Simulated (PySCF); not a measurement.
## How good is the calculation?

Numbering as in the mapped SMILES `[O:1]=[C:2]([F:3])[F:4]`.

Relativity neglected, one computed conformer, gas phase, fast rotation and ring inversion assumed for equivalent nuclei. J couplings at B3LYP/pcJ-1; coordinates at the PBE0-D3(BJ)/def2-SVP level; shieldings: GIAO PBE0/pcSseg-1; PySCF.

Reference values: measured (solution; E. Pretsch, P. Bühlmann, M. Badertscher, Structure Determination of Organic Compounds, 4th ed., Springer 2009).
```tsv
atoms	quantity	reference	computed	computed, scaled
F3/F4	δ $^{19}$F vs CFCl3	-23.0	-21.8	-26.6
```

Reference values: measured (gas, 300 K; M. E. Harding, PhD thesis, Mainz 2008 (Harding, Lenhart, Auer, Gauss, JCP 2008, 128, 244111)).
```json
{"atoms": "F3/F4", "quantity": "σ $^{19}$F", "reference": "221.2", "computed": "199.1"}
```

Reference values: CCSD(T)/13s9p4d3f + vibration and temperature (MP2) (gas, 300 K; M. E. Harding, PhD thesis, Mainz 2008 (Harding, Lenhart, Auer, Gauss, JCP 2008, 128, 244111)).
```tsv
atoms	quantity	reference	computed
F3/F4	σ $^{19}$F	222.7	199.1
```

Reference values: CCSD(T)/13s9p4d3f (gas (isolated, no vibration); M. E. Harding, PhD thesis, Mainz 2008 (Harding, Lenhart, Auer, Gauss, JCP 2008, 128, 244111)).
```csv
atoms,quantity,reference,computed
F3/F4,σ $^{19}$F,229.2,199.1
```

Absolute shieldings are compared as such; zero-point and thermal motion, absent here, lowers them by some tenths of a ppm for H, a few ppm for C and up to about 10 ppm for F.

Computed shifts are σ(ref) − σ with the named reference compound (TMS for H and C) calculated as an isolated molecule at the same level. The measured values may be among those fitted. Shieldings were converted by a linear fit to measured shifts: $^{19}$F (scatter 6.9 ppm rms, 7.8 ppm with the 5 outliers that the fit left out vs CFCl3, solution or neat liquid, with a term for F on sp3 carbon). Occasional misses reach two or three times the rms, and more in compound classes unlike the fitted ones.

Coupling constants in Hz:
| coupling | reference | computed | source |
| --- | --- | --- | --- |
| $^{1}J$(C2,F3) | -294.4 | -403.6 | CC3; gas (equilibrium); Jessen and Sauer, arXiv:2312.00705; CC3 and CCSD from Faber, Sauer, Gauss 2017 |
| $^{1}J$(C2,F3) | -308.0 | -403.6 | measured; Jessen and Sauer, arXiv:2312.00705; CC3 and CCSD from Faber, Sauer, Gauss 2017 |

How far are the unscaled $^{19}$F shieldings from the references?

## Answers

Mean signed difference -25.27 ppm, mean absolute 25.27 ppm over 3 comparisons; the largest is -30.1 ppm at F3/F4 (fluorine bonded to C).

6 of the 10 published NMR values on file for this molecule are compared. The rest: other calculations.
